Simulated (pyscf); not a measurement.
HO–Si(Cl)(Cl)–Cl + NH₃ → H₂N–Si(OH)(Cl)–Cl + HCl (four-centre exchange; singlet surface; Cl–Si, H–N broken, N–Si, Cl–H formed). PySCF, gas phase, ωB97X-D3(BJ)/def2-SVP geometries. Energies in kJ/mol from the separated reactants.

```
level                      barrier  reaction energy
----------------------  ----------  ---------------
ωB97X-D3(BJ)/def2-TZVP  (withheld)            +29.7
r²SCAN/def2-TZVP              63.1            +26.8
B3LYP-D3(BJ)/def2-TZVP        64.6            +24.4
PBE0-D3(BJ)/def2-TZVP         59.5            +26.9
ωB97M-D3(BJ)/def2-TZVP        69.0            +22.8
HF/def2-TZVP            (withheld)       (withheld)
```

### Question
Some entries are withheld; supply them.

### Answer

- ωB97X-D3(BJ)/def2-TZVP, barrier: 70.9
- HF/def2-TZVP, barrier: 121.6
- HF/def2-TZVP, reaction energy: +18.2

The functionals in the table span 11.4 kJ/mol in this barrier, from PBE0-D3(BJ) to ωB97X-D3(BJ). On the reactant side the descent ends in an adduct with a N–Si contact (not fully relaxed), 15.9 kJ/mol over the separated species and 55.0 kJ/mol under the saddle at ωB97X-D3(BJ)/def2-TZVP. On the product side the descent ends in a complex, 23.7 kJ/mol under the separated species and 64.8 kJ/mol under the saddle at ωB97X-D3(BJ)/def2-TZVP. What is counted as formed (N–Si) is already present as a longer contact in the reactant adduct; forming that adduct is a step of its own. This is the saddle that the search found; another between the same sides may lie lower.
